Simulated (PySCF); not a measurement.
C4H6O.
Z-matrix (Å and degrees, GFN2-xTB geometry), rows numbered from 1:
```
O 
C   1  1.4115
C   2  1.5169  1  112.42
C   3  1.5031  2  120.44  1   -91.66
C   4  1.2987  3   64.26  2  -106.76
H   1  0.9638  2  108.25  3    53.43
H   2  1.1013  1  110.41  3  -122.62
H   2  1.0937  1  105.15  3   120.43
H   3  1.0880  2  112.85  1    57.53
H   4  1.0620  3  145.38  5  -179.70
H   5  1.0613  3  144.65  4   179.70
```

Method used: TDDFT CAM-B3LYP/def2-SVPD, vertical, gas phase, core orbitals frozen in the response in PySCF 2.14.0, density-fitted response routines.

Orbital energies (eV): HOMO-3 -10.84, HOMO-2 -10.14, HOMO-1 -9.48, HOMO -8.68, LUMO 0.73, LUMO+1 1.42, LUMO+2 1.75.

Among the lowest singlets, which states do these configurations lead, and at what energies: HOMO→LUMO+2, HOMO→LUMO?

| state | leading configuration | weight | Δε (eV) | E (eV) | E − Δε (eV) | f | other configurations |
| --- | --- | --- | --- | --- | --- | --- | --- |
| S1 | HOMO→LUMO | 0.84 | 9.41 | 6.09 | -3.32 | 0.036 | – |
| S6 | HOMO→LUMO+2 | 0.75 | 10.43 | 7.53 | -2.90 | 0.020 | – |

E − Δε runs from -3.32 to -2.90 eV. Among themselves, these states come in the order of their orbital differences. Δε is the difference of the two orbital energies.

H and L stand for HOMO and LUMO. The other states: S2 6.35 eV, f 0.022, H-1→L (42%), H-2→L (41%), H→L (11%); S3 6.90 eV, f 0.0089, H→L+1 (60%), H-1→L+1 (10%), H-1→L (9%); S4 7.32 eV, f 0.0056, H-3→L (46%), H-4→L (17%), H→L+1 (12%); S5 7.42 eV, f 0.023, H→L+1 (21%), H-1→L+1 (18%), H-3→L (16%); S7 7.80 eV, f 0.0097, H-1→L+1 (30%), H→L+3 (28%), H-2→L (14%); S8 7.96 eV, f 0.031, H→L+3 (44%), H→L+4 (22%), H-1→L+1 (13%).

Triplets, Tamm–Dancoff:

```tsv
state	E (eV)	λ (nm)	main configurations (H = HOMO, L = LUMO)
T1	4.03	307.4	H→L (72%), H-1→L (13%)
T2	5.87	211.3	H-2→L (48%), H-1→L (42%)
T3	6.54	189.7	H→L+1 (37%), H-2→L (14%), H-1→L+1 (13%)
```

Summed over the main configurations (up to three a state, each over 8%) of all 8 singlets, the electron leaves HOMO with weight 3.58, HOMO-1 with weight 1.23, HOMO-3 with weight 0.62 and HOMO-2 with weight 0.54.

Hardware: x86-64 server, one thread, shared host. Cost: 21 s.

One conformer stands for the species.
